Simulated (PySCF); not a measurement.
Simulated Cl 2p region for `FC(Cl)(Cl)Cl` (trichlorofluoromethane), binding energy against the vacuum level.

Every computed line was given a Gaussian of 1.0 eV full width at half maximum and an area set by the number of equivalent atoms (split 2:1 within a doublet); the highest printed point is 100. Method used: delta-SCF UKS SCAN, pcX-2 on the ionised atom, pcseg-1 elsewhere, spin-free X2C (PySCF).

binding energy (eV), intensity and a bar:
```
    205.8          0 
    205.9          0 
    206.0          1 
    206.1          2 #
    206.2          4 #
    206.3          7 ##
    206.4         11 ###
    206.5         18 #####
    206.6         27 ########
    206.7         38 ###########
    206.8         51 ###############
    206.9         65 ####################
    207.0         79 ########################
    207.1         90 ###########################
    207.2         98 #############################
    207.3        100 ##############################
    207.4         97 #############################
    207.5         89 ###########################
    207.6         77 #######################
    207.7         64 ###################
    207.8         50 ###############
    207.9         38 ###########
    208.0         29 #########
    208.1         23 #######
    208.2         21 ######
    208.3         22 ######
    208.4         25 ########
    208.5         31 #########
    208.6         37 ###########
    208.7         43 #############
    208.8         47 ##############
    208.9         50 ###############
    209.0         50 ###############
    209.1         47 ##############
    209.2         42 #############
    209.3         35 ###########
    209.4         28 ########
    209.5         21 ######
    209.6         15 #####
    209.7         10 ###
    209.8          7 ##
    209.9          4 #
    210.0          2 #
    210.1          1 
    210.2          1 
    210.3          0 
    210.4          0
```

Task: Count the maxima, the lines and the sites behind this envelope.

Result: The curve has 2 maxima (at 207.3 and 208.9 eV). Under it lie 2 lines from 1 inequivalent chlorine site, drawn as a 2p3/2, 2p1/2 pair.

Task: Decompose the envelope and assign each component. Numbering: `[F:1][C:2]([Cl:3])([Cl:4])[Cl:5]`.

Result: 
```tsv
position (eV)	relative area	line	atoms	environment
207.29	2.00	Cl 2p3/2	Cl3/Cl4/Cl5	chlorine of a CCl3 group
208.95	1.00	Cl 2p1/2	Cl3/Cl4/Cl5	chlorine of a CCl3 group
```

The curve has no shake-up lines and no vibrational structure. The first atom of each set that the bonding makes equivalent was ionised and stands for the set. 2p3/2 and 2p1/2 are the ΔSCF energy of one spin-free 2p hole plus the eigenvalues of a spin–orbit and ligand-field matrix of the shell. 2p1/2 minus 2p3/2 (ligand field included): Cl 1.65 eV. Geometry: GFN2-xTB; no solvent, vibrations or thermal averaging.

Hardware: Arm Neoverse V2, one thread, shared host. Cost: 9.8 s.
